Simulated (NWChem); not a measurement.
Program: NWChem. System: hydrogen cyanide (CHN), charge 0, spin multiplicity 1, at a geometry optimised with PBE/def2-SVP. Level: CCSDT/def2-SVP, 2 core orbitals frozen.

The NWChem input:

```
start mol
memory heap 100 mb stack 700 mb global 1900 mb
geometry units angstroms nocenter noautoz
  C      0.000000     0.000000    -0.505970
  N      0.000000     0.000000     0.661277
  H      0.000000     0.000000    -1.593117
  symmetry group C2v
end
basis spherical
  * library def2-svp
end
scf
  rhf
  nopen 0
  maxiter 100
  thresh 1e-7
  semidirect memsize 60000000 filesize 0
end
tce
  freeze core 2
  ccsdt
  2eorb
  2emet 13
  thresh 1e-6
  maxiter 100
  tilesize 24
end
task tce energy
```

Part of the output:

```
             Northwest Computational Chemistry Package (NWChem) 7.3.0
             --------------------------------------------------------

                                NWChem Input Module
                                -------------------

 Scaling coordinates for geometry "geometry" by  1.889725989
 (inverse scale =  0.529177249)

 Turning off AUTOSYM since
 SYMMETRY directive was detected!

                             Geometry "geometry" -> ""
                             -------------------------

 Output coordinates in angstroms (scale by  1.889725989 to convert to a.u.)

  No.       Tag          Charge          X              Y              Z
 ---- ---------------- ---------- -------------- -------------- --------------
    1 C                    6.0000     0.00000000     0.00000000    -0.50597000
    2 N                    7.0000     0.00000000     0.00000000     0.66127700
    3 H                    1.0000     0.00000000     0.00000000    -1.59311700

 Effective nuclear repulsion energy (a.u.)      23.6045764770

            Nuclear Dipole moment (a.u.)
            ----------------------------
        X                 Y               Z
 ---------------- ---------------- ----------------
     0.0000000000     0.0000000000     0.0000037795

      Symmetry information
      --------------------

 Group name             C2v
 Group number             16
 Group order               4
 No. of unique centers     3

      Symmetry unique atoms

     1    2    3


 Summary of "ao basis" -> "" (spherical)
 ------------------------------------------------------------------------------
       Tag                 Description            Shells   Functions and Types
 ---------------- ------------------------------  ------  ---------------------
 *                          def2-svp                  on all atoms

 Summary of "ao basis" -> "ao basis" (spherical)
 ------------------------------------------------------------------------------
       Tag                 Description            Shells   Functions and Types
 ---------------- ------------------------------  ------  ---------------------
 C                          def2-svp                 6       14   3s2p1d
 N                          def2-svp                 6       14   3s2p1d
 H                          def2-svp                 3        5   2s1p

                                 NWChem SCF Module
                                 -----------------

  ao basis        = "ao basis"
  functions       =    33
  atoms           =     3
  closed shells   =     7
  open shells     =     0
  charge          =   0.00
  wavefunction    = RHF
  use symmetry    = T
  symmetry adapt  = T

 Summary of "ao basis" -> "ao basis" (spherical)
 ------------------------------------------------------------------------------
       Tag                 Description            Shells   Functions and Types
 ---------------- ------------------------------  ------  ---------------------
 C                          def2-svp                 6       14   3s2p1d
 N                          def2-svp                 6       14   3s2p1d
 H                          def2-svp                 3        5   2s1p

      Symmetry analysis of basis
      --------------------------

        a1         17
        a2          2
        b1          7
        b2          7

 Forming initial guess at       0.0s

      Superposition of Atomic Density Guess
      -------------------------------------

 Sum of atomic energies:         -92.36827113
[...]
  ----- ------------  ---------------      ----- ------------  ---------------
     8      0.781591  1 C  py                22     -0.680319  2 N  py
    19      0.395557  2 N  py                 5      0.350777  1 C  py

 Vector   10  Occ=0.000000D+00  E= 1.802962D-01  Symmetry=b1
              MO Center= -3.3D-16,  1.3D-33, -1.3D-01, r^2= 1.9D+00
   Bfn.  Coefficient  Atom+Function         Bfn.  Coefficient  Atom+Function
  ----- ------------  ---------------      ----- ------------  ---------------
     7      0.781591  1 C  px                21     -0.680319  2 N  px
    18      0.395557  2 N  px                 4      0.350777  1 C  px

 center of mass
 --------------
 x =   0.00000000 y =   0.00000000 z =   0.11072721

 moments of inertia (a.u.)
 ------------------
          41.640671814790           0.000000000000           0.000000000000
           0.000000000000          41.640671814790           0.000000000000
           0.000000000000           0.000000000000           0.000000000000

  Mulliken analysis of the total density
  --------------------------------------

    Atom       Charge   Shell Charges
 -----------   ------   -------------------------------------------------------
    1 C    6     6.03   1.99  0.90  0.28  1.92  0.89  0.05
    2 N    7     7.13   1.99  1.07  0.63  2.13  1.27  0.04
    3 H    1     0.84   0.70  0.11  0.03

       Multipole analysis of the density wrt the origin
       ------------------------------------------------

     L   x y z        total         open         nuclear
     -   - - -        -----         ----         -------
     0   0 0 0     -0.000000      0.000000     14.000000

     1   1 0 0     -0.000000      0.000000      0.000000
     1   0 1 0     -0.000000      0.000000      0.000000
     1   0 0 1     -1.273302      0.000000      0.000004

     2   2 0 0     -8.796150      0.000000      0.000000
     2   1 1 0      0.000000      0.000000      0.000000
     2   1 0 1      0.000000      0.000000      0.000000
     2   0 2 0     -8.796150      0.000000      0.000000
     2   0 1 1     -0.000000      0.000000      0.000000
     2   0 0 2     -7.163518      0.000000     25.479781

                   NWChem Extensible Many-Electron Theory Module
                   ---------------------------------------------


            General Information
            -------------------
      Number of processors :     1
         Wavefunction type : Restricted Hartree-Fock
          No. of electrons :    14
           Alpha electrons :     7
            Beta electrons :     7
           No. of orbitals :    66
            Alpha orbitals :    33
             Beta orbitals :    33
        Alpha frozen cores :     2
         Beta frozen cores :     2
     Alpha frozen virtuals :     0
      Beta frozen virtuals :     0
         Spin multiplicity : singlet
    Number of AO functions :    33
       Number of AO shells :    15
        Use of symmetry is : on
      Symmetry adaption is : on
         Schwarz screening : 0.10D-09

          Correlation Information
          -----------------------
          Calculation type : Coupled-cluster singles, doubles, & triples
   Perturbative correction : none
            Max iterations :      100
        Residual threshold : 0.10D-05
     T(0) DIIS level shift : 0.00D+00
     L(0) DIIS level shift : 0.00D+00
     T(1) DIIS level shift : 0.00D+00
     L(1) DIIS level shift : 0.00D+00
     T(R) DIIS level shift : 0.00D+00
     T(I) DIIS level shift : 0.00D+00
   CC-T/L Amplitude update :  5-th order DIIS
                I/O scheme : Global Array Library
        L-threshold :  0.10D-05
        EOM-threshold :  0.10D-05
 no EOMCCSD initial starts read in
 TCE RESTART OPTIONS
 SLICE:      F
 D4D5:       F
 quantumc:   F
 qrotation:  F
 pwtce:      F
 qducc:      F
 nacto:                         0
 nrotv:                         0
 nrot:                          0

            Memory Information
            ------------------
          Available GA space size is     249035711 doubles
          Available MA space size is     104855740 doubles

 Maximum block size supplied by input
 Maximum block size        24 doubles

 tile_dim =     12

 -------------------------------------------------

 Global array virtual files algorithm will be used

 Parallel file system coherency ......... OK

 4-electron integrals stored in orbital form

 v2    file size   =            75399
 4-index algorithm nr.  13 is used
 imaxsize =       30
 imaxsize ichop =        0
 IN MAPPING 1 for UCC(4),CCSDT,CCSDTQ


 CCSDT iterations
 --------------------------------------------------------
 Iter          Residuum       Correlation     Cpu    Wall
 --------------------------------------------------------
    1   0.6853506045507  -0.2887444434252     2.2     2.2
    2   0.1265779987540  -0.2825783029481     2.1     2.1
    3   0.0920511998656  -0.3069269016397     2.2     2.2
    4   0.0310263969967  -0.3043172833315     2.3     2.3
    5   0.0214344564967  -0.3081625662123     2.1     2.1
    6   0.0101104276254  -0.3087006852222     2.1     2.1
    7   0.0051638836128  -0.3087614825670     2.6     2.6
    8   0.0034196449854  -0.3087851786074     2.4     2.4
    9   0.0021447646777  -0.3088192009471     2.2     2.2
   10   0.0014736290855  -0.3088472035846     2.3     2.3
   11   0.0002955901543  -0.3088915733776     2.3     2.3
   12   0.0001206641581  -0.3088998829772     2.5     2.5
   13   0.0000734799714  -0.3089058769338     2.4     2.4
   14   0.0000442900035  -0.3089076361654     2.3     2.3
   15   0.0000305047066  -0.3089085162630     2.0     2.0
   16   0.0000100769776  -0.3089095948971     2.2     2.2
   17   0.0000057580935  -0.3089095262365     2.3     2.3
   18   0.0000034904462  -0.3089095597072     2.3     2.3
   19   0.0000024114140  -0.3089095716603     1.9     1.9
   20   0.0000015455006  -0.3089096021308     1.9     1.9
   21   0.0000003274469  -0.3089096343637     2.1     2.1
 --------------------------------------------------------
 Iterations converged
 CCSDT correlation energy / hartree =        -0.308909634363708
 CCSDT total energy / hartree       =       -93.106622483513789

 Singles contributions

 Doubles contributions
    10b1  (alpha)    10b1  (beta ) ---     7b1  (alpha)     7b1  (beta )       -0.1144347838
     9b2  (alpha)     9b2  (beta ) ---     6b2  (alpha)     6b2  (beta )       -0.1144347838

 Task  times  cpu:       47.9s     wall:       47.9s

 Total times  cpu:       47.9s     wall:       47.9s
```
